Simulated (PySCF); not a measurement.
Planning an excited-state job on `C=C/P=C/F`.

Method: TDDFT B3LYP/def2-SVPD, vertical, gas phase, core orbitals frozen in the response (PySCF 2.14.0, density-fitted response routines). Geometry: GFN2-xTB. Work: 8 singlets by full TDDFT, 3 Tamm–Dancoff triplets, polarisability, density and orbital grids written, density fitting. The command runs a driver script over a list of jobs; the input below is this job's line of settings and its coordinates in Å.

Command:
```bash
OMP_NUM_THREADS=1 python probes_run.py task.json out
```

Input:
```
{"job": {"kind": "uv", "xc": "B3LYP", "basis": "def2-SVPD", "nstates": 8, "ntriplets": 3}, "charge": 0, "multiplicity": 1}
C     -1.896286     0.324829    -0.246772
C     -0.615765    -0.010700    -0.154238
P      0.605525     0.517512    -1.379825
C      1.941815    -0.217538    -0.685450
F      3.157641    -0.118335    -1.244259
H     -2.623989     0.009932     0.483401
H     -2.264907     0.928929    -1.059175
H     -0.262618    -0.618935     0.669929
H      1.972146    -0.809700     0.222339
```

Hardware: one thread, Intel Xeon Platinum 8488C (x86_64), shared host with 96 logical CPUs at a one-minute load of 68. PySCF's memory limit was set to 1040 MB.

The basis has 139 functions.

Question: Which is nearest to the wall time?
A. 26 min
B. 3.4 min
C. 3.2 s
D. 26 s

Answer: D. The run took 26 s. The SCF took 14 cycles.

Q: Estimate the peak memory.

A: About 0.53 GiB. Peak memory is the resident size of the whole Python process, interpreter and libraries included.

Q: At this speed, how long would 500 such jobs take on 8 cores, one job a core?

A: 500/8 gives 63 rounds of 26 s, about 27 min of wall time and 3.6 core-hours, if the jobs don't slow each other.

The host was shared with other jobs, so the times are rough.

The run converged: HOMO -6.75 eV, LUMO -2.00 eV; lowest singlet 4.85 eV; lowest triplet 2.53 eV (Tamm–Dancoff); mean polarisability 67.3 au.
